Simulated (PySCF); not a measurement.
Gas-phase reaction: 2 B + 6 Cl + BH₃ = 3 BHCl₂

Computed with PySCF (xtb for GFN2) and rigid-rotor harmonic-oscillator thermochemistry at 1 bar. † marks an energy on the PBE0/def2-TZVP geometry and frequencies; other levels use their own. MP2 and CCSD(T) freeze the core. 6-31G* has spherical d functions here. Open shells (unrestricted): B (multiplicity 2, electronic degeneracy 6), Cl (multiplicity 2, electronic degeneracy 6); the rest are closed-shell singlets. GFN2 has no spin-polarisation term. Spin-orbit splitting is ignored; it lowers the true energy and changes the entropy of B, Cl. B3LYP is the form with VWN-RPA correlation. MP2 isn't extrapolated to the basis-set limit; its ΔH°(298 K) is -2742.4 kJ in def2-SVP and -2811.8 kJ in def2-TZVPP. CCSD(T) isn't extrapolated to the basis-set limit; its ΔH°(298 K) is -2609.2 kJ in def2-SVP and -2645.1 kJ in def2-TZVPP. The harmonic model lacks anharmonicity and excited electronic states, which grow with temperature; levels with a mode under 35 cm⁻¹ are left out.

```
level                ΔE electronic, kJ  ΔH°(298 K), kJ  ΔS°(298 K), J/K  ΔG°(600 K), kJ
-------------------  -----------------  --------------  ---------------  --------------
B3LYP/def2-TZVP†                 -2687           -2663             -701           -2238
CCSD(T)/def2-SVP†                -2633           -2609             -701           -2184
CCSD(T)/def2-TZVPP†              -2669           -2645             -701           -2220
GFN2-xTB                         -3071           -3054             -696           -2633
HF/6-31G*                        -2090           -2063             -703           -1636
HF/def2-TZVP†                    -2098           -2074             -701           -1649
MP2/def2-SVP†                    -2766           -2742             -701           -2317
PBE0/def2-SVP†                   -2859           -2835             -701           -2410
r2SCAN/def2-TZVP†                -2833           -2809             -701           -2384
LDA/def2-TZVP†                   -3257           -3233             -701           -2808
ωB97M-V/def2-TZVP†               -2804           -2779             -701           -2354
```
ΔH° is lowest at LDA/def2-TZVP† and highest at HF/6-31G*. No reference value is set beside these.
